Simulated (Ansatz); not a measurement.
Geometry optimisation, RKS B3LYP/def2-SVP (Ansatz).

Input:

```yaml
crystal:
  periodic: [false, false, false]
  atoms:
    - { symbol: Si, position_ang: [-0.369412, 0.297123, -0.440775] }
    - { symbol: C, position_ang: [-0.187886, -0.201772, 2.602302] }
    - { symbol: H, position_ang: [-0.44506, -0.555985, 3.614686] }
    - { symbol: H, position_ang: [0.491641, -0.928658, 2.136185] }
    - { symbol: H, position_ang: [0.317095, 0.771508, 2.685797] }
    - { symbol: H, position_ang: [0.752589, 0.984456, 0.242365] }
    - { symbol: H, position_ang: [-0.383273, 0.700096, -1.879719] }
    - { symbol: H, position_ang: [-0.261598, -1.183491, -0.344379] }
    - { symbol: F, position_ang: [-1.784836, 0.753748, 0.185298] }
    - { symbol: H, position_ang: [-1.11846, -0.084726, 2.021441] }
basis:
  gaussian: { orbitals: def2-SVP }
hamiltonian:
  xc: b3lyp
relax:
  f_tol: 0.03
  max_steps: 50
```

Command:

```bash
$ ansatz run input.yaml --threads 1 --pin off --max-ram 2048MiB --backend cpu --events-out ev --progress --plain --runs-dir out
```

Q: Where does it end, and by what steps?

A: The run converged. The force dipped under the threshold on the way, but the program's further checks kept it going. After 25 steps the energy has fallen by 0.199 eV; H6 moved furthest, 1.61 Å.

| step | energy less start (eV) | largest force component (eV/Å) | accepted |
| --- | --- | --- | --- |
| 0 | 0.0000 | 0.851 | yes |
| 1 | -0.1462 | 0.248 | yes |
| 2 | -0.1673 | 0.270 | yes |
| 3 | -0.1752 | 0.123 | yes |
| 4 | -0.1817 | 0.049 | yes |
| 5 | -0.1757 | 0.408 | no |
| 6 | -0.1775 | 0.173 | no |
| 7 | -0.1830 | 0.011 | yes |
| 8 | -0.1853 | 0.095 | yes |
| 9 | -0.1869 | 0.107 | yes |
| 10 | -0.1887 | 0.097 | yes |
| 11 | -0.1904 | 0.124 | yes |
| 12 | -0.1916 | 0.122 | yes |
| 13 | -0.1929 | 0.094 | yes |
| 14 | -0.1941 | 0.145 | yes |
| 15 | -0.1951 | 0.119 | yes |
| 16 | -0.1961 | 0.072 | yes |
| 17 | -0.1971 | 0.057 | yes |
| 18 | -0.1975 | 0.083 | yes |
| 19 | -0.1978 | 0.041 | yes |
| 20 | -0.1981 | 0.020 | yes |
| 21 | -0.1984 | 0.042 | yes |
| 22 | -0.1985 | 0.049 | yes |
| 23 | -0.1986 | 0.035 | yes |
| 24 | -0.1987 | 0.011 | yes |
| 25 | -0.1988 | 0.024 | yes |

```xyz
10
Properties=species:S:1:pos:R:3
Si -0.347 0.381 -1.378
C -0.230 -0.273 3.501
H -1.115 -0.624 4.052
H 0.536 -1.062 3.504
H 0.170 0.626 3.992
H 0.919 1.160 -1.345
H -1.283 0.952 -2.382
H -0.073 -1.050 -1.679
F -1.053 0.476 0.092
H -0.512 -0.034 2.466
```

Whether the end is a true minimum wasn't checked by a vibrational analysis.

Run time: 66 s on 1 thread of Arm Neoverse V1 (shared host), peak memory 0.17 GiB.
